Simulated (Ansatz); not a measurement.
# C4H10O2: a nudged elastic band in two tries

Aim: a band of images between two relaxed ends for this system. SMILES of the start: COC(C)OC.

Method: RKS PBE/cc-pVDZ, in Ansatz 0.2.0.

## (1) The system as given

Bond lengths (14 of 15 bonds, heavy atoms first): C1–O2 1.425 Å, O2–C3 1.400 Å, C3–C4 1.521 Å, C3–O5 1.434 Å, O5–C6 1.416 Å, C1–H7 1.106 Å, C1–H8 1.117 Å, C1–H9 1.111 Å, C3–H10 1.127 Å, C4–H11 1.107 Å, C4–H12 1.107 Å, C4–H13 1.107 Å, C6–H14 1.118 Å, C6–H15 1.107 Å. Angles (14 of 26 angles, heavy atoms first): C1–O2–C3 113.1°, O2–C3–C4 107.4°, O2–C3–O5 108.2°, C4–C3–O5 111.6°, C3–O5–C6 113.6°, O2–C1–H7 106.7°, O2–C1–H8 111.3°, O2–C1–H9 111.6°, O2–C3–H10 110.5°, C4–C3–H10 111.3°, O5–C3–H10 107.9°, C3–C4–H11 110.6°, C3–C4–H12 109.0°, C3–C4–H13 110.8°.

Coordinates:

```xyz
16

C    -1.2575   -1.3745    1.3003
O    -0.3727   -1.4917    0.1892
C     0.3217   -0.3074   -0.0860
C     1.3305   -0.6157   -1.1822
O    -0.6279    0.6813   -0.5070
C    -0.2020    2.0119   -0.2754
H    -1.7312   -2.3649    1.4356
H    -0.7048   -1.1064    2.2333
H    -2.0414   -0.6086    1.1199
H     0.8307    0.0759    0.8434
H     2.0551   -1.3799   -0.8405
H     0.7914   -1.0013   -2.0692
H     1.8893    0.2962   -1.4694
H     0.0567    2.1902    0.7975
H    -1.0445    2.6745   -0.5525
H     0.6836    2.2978   -0.8927
```

## (2) First try

input.yaml

```yaml
crystal:
  periodic: [false, false, false]
  atoms:
    - { symbol: C, position_ang: [-1.257456, -1.374503, 1.300335] }
    - { symbol: O, position_ang: [-0.372714, -1.491667, 0.189234] }
    - { symbol: C, position_ang: [0.321697, -0.307363, -0.086046] }
    - { symbol: C, position_ang: [1.330458, -0.615672, -1.182241] }
    - { symbol: O, position_ang: [-0.62791, 0.681323, -0.506981] }
    - { symbol: C, position_ang: [-0.201957, 2.011916, -0.275354] }
    - { symbol: H, position_ang: [-1.731203, -2.364911, 1.435587] }
    - { symbol: H, position_ang: [-0.704762, -1.106418, 2.233255] }
    - { symbol: H, position_ang: [-2.041439, -0.608585, 1.119927] }
    - { symbol: H, position_ang: [0.830689, 0.075891, 0.843427] }
    - { symbol: H, position_ang: [2.055118, -1.379883, -0.840453] }
    - { symbol: H, position_ang: [0.791368, -1.001329, -2.069229] }
    - { symbol: H, position_ang: [1.889298, 0.296175, -1.469439] }
    - { symbol: H, position_ang: [0.056721, 2.190165, 0.7975] }
    - { symbol: H, position_ang: [-1.044467, 2.67449, -0.552545] }
    - { symbol: H, position_ang: [0.683559, 2.29777, -0.892677] }
basis:
  gaussian: { orbitals: cc-pVDZ }
hamiltonian:
  xc: pbe
neb:
  order_check: false
  images: 5
  f_tol: 0.05
  max_iterations: 8
  spring: { min: 2.0, max: 10.0 }
  final_atoms:
    - { symbol: C, position_ang: [-1.30531878, -1.24273475, 1.21453663] }
    - { symbol: O, position_ang: [-0.52395596, -1.08040813, 0.03390894] }
    - { symbol: C, position_ang: [0.60883764, -0.25146104, 0.23988065] }
    - { symbol: C, position_ang: [1.49959547, -0.41027108, -0.98600555] }
    - { symbol: O, position_ang: [0.24764222, 1.09503173, 0.54042067] }
    - { symbol: C, position_ang: [-0.43507917, 1.77578313, -0.51304689] }
    - { symbol: H, position_ang: [-2.17611043, -1.86754536, 0.94068051] }
    - { symbol: H, position_ang: [-0.7264328, -1.75956074, 2.01699964] }
    - { symbol: H, position_ang: [-1.65929522, -0.26728827, 1.61383695] }
    - { symbol: H, position_ang: [1.14815892, -0.56662357, 1.16514386] }
    - { symbol: H, position_ang: [1.87267841, -1.45061702, -1.04334581] }
    - { symbol: H, position_ang: [0.93512963, -0.20199463, -1.91580297] }
    - { symbol: H, position_ang: [2.3633256, 0.279172, -0.92298887] }
    - { symbol: H, position_ang: [0.25233233, 2.08362636, -1.33426664] }
    - { symbol: H, position_ang: [-0.87289843, 2.68754659, -0.06342609] }
    - { symbol: H, position_ang: [-1.25160941, 1.15474377, -0.94222503] }
  initial_path: idpp
  relax_end_points: true
```

The run is started by

```bash
> ansatz run input.yaml --threads 2 --pin off --max-ram 3072MiB --backend cpu --events-out ev --progress --plain --runs-dir out
```

**Question.** What will these runs give? Wanted: first try.

**Answer**, as computed:

| quantity | value |
| --- | --- |
| first try | refused |
| cause | relaxing the ends inside the band is not offered in a Gaussian basis |

**Reading.** The fault in the first input was caught at the input check and cost nothing.
